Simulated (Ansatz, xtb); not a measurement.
Two structures of CHBSi

We compare I, `B=C=[Si]`, a singlet, with II, a singlet given by its coordinates. Both are isolated molecules in the gas phase, relaxed with PBE-D3(BJ)/def2-SVP.

I (Å):

```
atom   x (Å)   y (Å)    z (Å)
   C  0.0000  0.0000  -0.5638
   B  0.0000  0.0000   0.8185
  Si  0.0000  0.0000  -2.2674
   H  0.0000  0.0000   2.0128
```

II (Å):

```csv
atom,x (Å),y (Å),z (Å)
C,0.5447,-0.7294,-0.8217
B,0.6081,0.0069,0.3445
Si,2.3917,-0.4669,-0.0192
H,0.3271,-1.2863,-1.7397
```

Close contacts (Å): C1–B2 1.38, C1–Si3 2.03, B2–Si3 1.88, C1–H4 1.10.

Task: Estimate which is lower in electronic energy at CCSD(T)/def2-TZVPP, and by roughly how much.

Result: The CCSD(T)/def2-TZVPP calculation puts structure I lower, by 17.2 kcal/mol.

Level by level:

```tsv
level	geometry	E(II) − E(I) (kcal/mol)	departure from the last row (kcal/mol)	job, with rough time for the two
PBE-D3(BJ)/def2-SVP	PBE-D3(BJ)/def2-SVP	+17.5	+0.3	optimisation, 11 s
HF/def2-TZVPP	PBE-D3(BJ)/def2-SVP	+26.5	+9.3	part of the CCSD(T) run
MP2/def2-TZVPP	PBE-D3(BJ)/def2-SVP	+18.9	+1.6	part of the CCSD(T) run
CCSD(T)/def2-TZVPP	PBE-D3(BJ)/def2-SVP	+17.2		single point, 12 s
```

The levels shown agree on the order. The largest departure from CCSD(T)/def2-TZVPP is that of HF/def2-TZVPP, 9.3 kcal/mol. Levels run at GFN2-xTB geometries aren't shown.

With harmonic frequencies from PBE-D3(BJ)/def2-SVP (ideal gas, rigid rotor, one conformer each, 298.15 K, 1 atm): on the last row, ΔE + ΔZPE = +18.0, ΔH = +17.6, ΔG = +17.3 kcal/mol.

The correlated steps freeze 7 core orbitals. Run with Ansatz 0.2.0; the last row on 1 thread of AMD EPYC 7R43 64-Core Processor (Zen 3) on a shared host.
